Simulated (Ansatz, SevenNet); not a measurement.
**Ladder of methods for the bulk modulus B0 of rock-salt HfC**

Reference value: 242 GPa (measured, room temperature, no zero-point or thermal correction, sources range from 242 to 286; as tabulated in Synthesis of Binary Transition Metal Nitrides, Carbides and Borides from the …).

```csv
level (code),value (GPa),cell (Å³/atom),difference (%)
SevenNet-l3i5 (SevenNet),241,12.57,-0.4
LDA (Ansatz),261,11.95,+7.9
PBE (Ansatz),234,12.58,-3.3
r²SCAN (Ansatz),245,12.49,+1.2
PBE0 (Ansatz),248,12.50,+2.5
```

The reference is not for a static lattice or low temperature, so close values are not ranked against it.

The reference has no zero-point or thermal correction, while the calculations are for a static lattice, so the differences are not the levels' errors alone. A static lattice is as a rule stiffer than a warm one, by over a tenth in soft solids.  Density-functional levels without +SOC have no spin–orbit coupling. Each level is taken at its own relaxed cell. Cutoffs and k meshes differ between the levels. Ansatz's density-functional and Hartree–Fock values are scalar-relativistic unless marked +SOC, with PAW data made under PBE.

Machine-learned potentials (SevenNet-l3i5) are trained on DFT data, which may include these solids.

Differences are worked out from the printed values.

Ansatz is a program for electronic structure.
